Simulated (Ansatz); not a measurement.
# Al2H4S: the cost of one run

All numbers are computed with Ansatz 0.2.0, driven from Python. Level of theory: r2SCAN0/6-31G*.

### Step 1. The system

Bond lengths: Al1–S2 2.220 Å, S2–Al3 2.240 Å, Al1–H4 1.592 Å, Al1–H5 1.641 Å, Al3–H6 1.626 Å, Al3–H7 1.624 Å. Angles: Al1–S2–Al3 90.1°, S2–Al1–H4 122.5°, S2–Al1–H5 120.5°, H4–Al1–H5 117.0°, S2–Al3–H6 120.7°, S2–Al3–H7 121.7°, H6–Al3–H7 117.5°.

The script holds or builds the structure itself.

### Step 2. The script

scan_al2h4s.py

```python
# -*- coding: utf-8 -*-
'''Potential curve of Al2H4S along one bond.'''

import ansatz as az
import numpy as np

GEOMETRY = '''
Al   -1.37150    0.26180   -0.73820
S    -0.89400   -1.00500    1.02180
Al    1.26640   -0.43670    0.85190
H    -1.29770   -0.28490   -2.23160
H    -1.79780    1.83380   -0.54020
H     1.85050    0.85660    1.64530
H     2.30550   -1.29360   -0.05490
'''

al2h4s = az.Crystal.molecule()
for line in GEOMETRY.strip().splitlines():
    symbol, *xyz = line.split()
    al2h4s = al2h4s.atom(symbol, [float(v) for v in xyz])

symbols = [site.symbol for site in al2h4s.cartesian_sites]
start = np.array([site.position_ang for site in al2h4s.cartesian_sites])
axis = (start[6] - start[2]) / np.linalg.norm(start[6] - start[2])
moving = [6]
lengths, energies = [1.429, 1.494, 1.559, 1.624, 1.689, 1.754, 1.819, 1.916], []
for length in lengths:
    xyz = start.copy()
    xyz[moving] += (length - np.linalg.norm(start[6] - start[2])) * axis
    point = az.Crystal.molecule()
    for symbol, place in zip(symbols, xyz):
        point = point.atom(symbol, place.tolist())
    model = (
        point.calculation()
        .basis(gaussian='6-31G*')
        .functional('r2scan0')
    )
    data = model.run(threads=1, pin='off').report
    energies.append(data['free_energy_ev'])
    print(f'r = {length:6.3f} A  E = {energies[-1]:.5f} eV  <S^2> = {abs(data["mean_field"]["state"]["spin_squared"]):.3f}')

# quartic fit about the minimum
fit = np.polynomial.Polynomial.fit(lengths, np.array(energies) - min(energies), 4).convert()
roots = [r.real for r in fit.deriv().roots() if abs(r.imag) < 1e-9 and fit.deriv(2)(r.real) > 0]
r_e = min(roots, key=lambda r: abs(r - lengths[int(np.argmin(energies))]))
print(f'minimum of the fit at {r_e:.4f} A, force constant {fit.deriv(2)(r_e):.2f} eV/A^2')
```

### Step 3. The run

Started as:

```
$ python scan_al2h4s.py
```

**Question.** How long does this script take on 1 thread of Arm Neoverse V2, shared host, and how much memory does it need?

About 27 s, with a peak of 0.21 GiB.
